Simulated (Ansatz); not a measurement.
This script for Ansatz's Python interface starts 4 runs on BLi (charge +1). What input does the engine get in each?

The script, `ip_bli.py`:
```python
import ansatz as az

SETTINGS = {
    'basis': 'def2-SVPD',
    'method': 'ccsd_t',
}


def total_energy(molecule, charge=0, unpaired=0):
    calc = (
        molecule.calculation()
        .basis(gaussian=SETTINGS['basis'])
        .correlation(SETTINGS['method'])
    )
    if charge:
        calc = calc.charge(charge)
    if unpaired:
        calc = calc.spin('collinear', total=unpaired)
    return calc.run(threads=1, backend='cpu').report['free_energy_ev']

GEOMETRY = '''
Li    0.00000    0.00000    0.00000
B     0.00000    0.00000    2.20000
'''

system = az.Crystal.molecule()
for line in GEOMETRY.strip().splitlines():
    symbol, *xyz = line.split()
    system = system.atom(symbol, [float(v) for v in xyz])

parent = total_energy(system, 1, 1)
cation = total_energy(system, 2, 0)
print(f'E(N)   = {parent:.5f} eV')
print(f'E(N-1) = {cation:.5f} eV  (0 unpaired)')
print(f'vertical ionisation energy {cation - parent:.3f} eV')
other = total_energy(system, 2, 2)
print(f'to the state with 2 unpaired electrons: {other - parent:.3f} eV')
anion = total_energy(system, 0, 0)
print(f'E(N+1) = {anion:.5f} eV  (0 unpaired)')
print(f'vertical electron affinity {parent - anion:.3f} eV' + ('' if anion < parent else ' (unbound in this basis)'))
print(f'fundamental gap IP - EA = {cation + anion - 2 * parent:.3f} eV')
```

Run 1:
```yaml
crystal:
  periodic: [false, false, false]
  atoms:
    - { symbol: Li, position_ang: [0.0, 0.0, 0.0] }
    - { symbol: B, position_ang: [0.0, 0.0, 2.2] }
basis:
  gaussian:
    orbitals: def2-SVPD
magnetization:
  spin_polarized: true
  initial_magnetization: 1.0
total_charge: 1.0
correlation:
  method: ccsd_t
```

Run 2, against run 1:
```diff
-magnetization:
-  spin_polarized: true
-  initial_magnetization: 1.0
-total_charge: 1.0
+total_charge: 2.0
```

Run 3, against run 1:
```diff
-  initial_magnetization: 1.0
-total_charge: 1.0
+  initial_magnetization: 2.0
+total_charge: 2.0
```

Run 4, against run 1:
```diff
-magnetization:
-  spin_polarized: true
-  initial_magnetization: 1.0
-total_charge: 1.0
```

```console
$ python ip_bli.py
E(N)   = -865.87226 eV
E(N-1) = -850.88245 eV  (0 unpaired)
vertical ionisation energy 14.990 eV
to the state with 2 unpaired electrons: 19.128 eV
E(N+1) = -871.15474 eV  (0 unpaired)
vertical electron affinity 5.282 eV
fundamental gap IP - EA = 9.707 eV
```

Reading the output:
- Total energies depend on the basis set; only differences at equal settings carry meaning.
- The geometry is a force-field or estimated start, not a minimum of this method, and the basis set is short of its limit. All parts are taken at fixed geometry, without zero-point energy. At an unrelaxed start these energies can be a whole eV from those at the minimum, and a small affinity can change sign.
- The run takes the species as open-shell (spin multiplicity 2), which needn't be its ground state.
- Only the spin states typed were run; another state of an ion can lie lower, by up to an eV or two.
- The spin state was assumed, and another may lie lower.
- Timing: 2.1 s on 1 thread of Arm Neoverse V1 (shared host), peak memory 0.15 GiB.
